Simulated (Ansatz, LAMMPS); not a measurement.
## How well does each level of theory give the electronic dielectric constant ε∞ of rock-salt NiO?

Reference value: 5.7 (measured, temperature not stated, no zero-point or thermal correction, our sources range from 5.61 to 6.10; as tabulated in Chen et al. (2018), doi:10.1103/physrevmaterials.2.073803).

Problem. What do ionic model lewis1985b, ionic model lewis1985c, LDA, PBEsol give, and how far is each from the reference?

Solution. 
| level (code) | value | cell (Å³/atom) | difference (%) |
|---|---|---|---|
| ionic model lewis1985b (shell model, LAMMPS) | 5.63 | 9.12 | -1.2 |
| ionic model lewis1985c (shell model, LAMMPS) | 5.43 | 9.07 | -4.7 |
| LDA (Ansatz) | 37.8 ± 0.2 | 8.38 | +563 |
| PBEsol (Ansatz) | 22.0 ± 0.07 | 8.74 | +286 |

Once the reference is moved by up to 7.0 % (a margin picked here for doubts on the reference and the settings, and for temperature and zero-point motion) and values within 1.7 % count as equal, the nearest can be ionic model lewis1985b (-1.2 %) or ionic model lewis1985c (-4.7 %). Among them LDA (+563 %) misses by most. Within 20 %: ionic model lewis1985b, ionic model lewis1985c.

The measured value isn't corrected to a static lattice, so vibrations enter the comparison. For crystals that are not cubic the mean over three axes is given. Spin-polarised runs: LDA (opposed moments), PBEsol (opposed moments). A ± on a computed value is a rough bar: the spread of its extrapolation, a floor set from checks against published values, or a statistical error. Each level is taken at its own relaxed cell. Ansatz's density-functional and Hartree–Fock values are scalar-relativistic unless marked +SOC, with PAW data made under PBE.

Empirical potentials (ionic model lewis1985b, ionic model lewis1985c) are fitted to chosen data: where that held the value shown, agreement is built in, and what lay outside the fit can be far off.

Differences are worked out from the printed values.

Ansatz is a quantum-chemistry and plane-wave program.
